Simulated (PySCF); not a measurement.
# PN (phosphorus nitride) at HF/aug-cc-pVDZ (density fitting with def2-universal-jkfit, IEF-PCM aniline)

Aim: the energy change on altering one bond length of PN (phosphorus nitride) at HF/aug-cc-pVDZ (density fitting with def2-universal-jkfit, IEF-PCM aniline), from 2 runs. Input form: an ASE script.

The results are computed with PySCF 2.14.0.

5 further runs of the same task are left out: 2 that didn't finish, 3 set aside as unsound or not needed.

## (1) Starting point

PN has 2 atoms, charge 0, and is taken as a singlet. As SMILES, `N#P`. The bond length is the measured one.

Bond lengths: N1–P2 1.491 Å.

## (2) The energy at HF/aug-cc-pVDZ (density fitting with def2-universal-jkfit, IEF-PCM aniline)

Input file run.py:

```python
# phosphorous nitride
import pyscf.grad
from pyscf import gto, scf, solvent
from pyscf.pbc.tools.pyscf_ase import PySCF, ase_atoms_to_pyscf
from ase import Atoms

atoms = Atoms(['N', 'P'], positions=[
    [0.000000, 0.000000, 0.000000],
    [0.000000, 0.000000, 1.490866],
])

molecule = gto.M(
    atom=ase_atoms_to_pyscf(atoms),
    charge=0,
    max_memory=1860,
    verbose=3,
    basis='aug-cc-pvdz',
)

mf = scf.RHF(molecule)
mf = mf.density_fit(auxbasis='def2-universal-jkfit')
mf = mf.PCM()
mf.with_solvent.method = 'IEF-PCM'
mf.with_solvent.eps = 6.8882
atoms.calc = PySCF(method=mf)

e_ev = atoms.get_potential_energy()
print('energy %.6f eV' % e_ev)
```

Run with:

```console
$ OMP_NUM_THREADS=1 python run.py
```

The log of the run:

```text
WARN: PCM is an experimental feature. It is still in testing.
Features and APIs may be changed in the future.

converged SCF energy = -395.15910760263
energy -10752.827016 eV
```

Wall time 1.6 s (1 thread of Arm Neoverse V2, shared host); peak memory 0.14 GiB.

## (3) The distorted shape at the same level

Input file input.py:

```python
import pyscf.grad
from pyscf import gto, solvent
from pyscf.pbc.tools.pyscf_ase import PySCF, ase_atoms_to_pyscf
from ase import Atoms

atoms = Atoms(['N', 'P'], positions=[
    [0.000000, 0.000000, -0.372717],
    [0.000000, 0.000000, 1.490866],
])

system = gto.Mole()
system.atom = ase_atoms_to_pyscf(atoms)
system.verbose = 3
system.basis = 'aug-cc-pvdz'
system.spin = 0
system.max_memory = 1860
system.build()

hf = system.RHF()
hf = hf.density_fit(auxbasis='def2-universal-jkfit')
hf = hf.PCM()
hf.with_solvent.method = 'IEF-PCM'
hf.with_solvent.eps = 6.8882  # aniline
atoms.calc = PySCF(method=hf)

e_ev = atoms.get_potential_energy()
print('energy %.6f eV' % e_ev)
```

Run with:

```console
$ OMP_NUM_THREADS=1 python input.py
```

The log of the run:

```text
WARN: PCM is an experimental feature. It is still in testing.
Features and APIs may be changed in the future.

converged SCF energy = -395.027956087832
energy -10749.258202 eV
```

Wall time 1.8 s (1 thread of Arm Neoverse V2, shared host); peak memory 0.14 GiB.

## (4) Summary of results

Level: HF/aug-cc-pVDZ (density fitting with def2-universal-jkfit, IEF-PCM aniline).

```
                                                         quantity          value
                                        first shape: total energy  -395.15911 Eh
                                       first shape: dipole moment         4.23 D
                                         first shape: HOMO energy      -12.08 eV
                                         first shape: LUMO energy        1.10 eV
                                       first shape: HOMO–LUMO gap       13.19 eV
                          first shape: solvent term in the energy   -29.2 kJ/mol
                                    distorted shape: total energy  -395.02796 Eh
                                   distorted shape: dipole moment         4.84 D
                                     distorted shape: HOMO energy      -10.44 eV
                                     distorted shape: LUMO energy       -0.33 eV
                                   distorted shape: HOMO–LUMO gap       10.11 eV
                      distorted shape: solvent term in the energy   -32.9 kJ/mol
energy change with the N1–P2 bond stretched from 1.491 to 1.864 Å       3.569 eV
```

What this shows: With the N1–P2 bond stretched from 1.491 to 1.864 Å the energy rises by 3.57 eV (82 kcal/mol). The first shape isn't relaxed at this level, so the change isn't measured from a minimum.
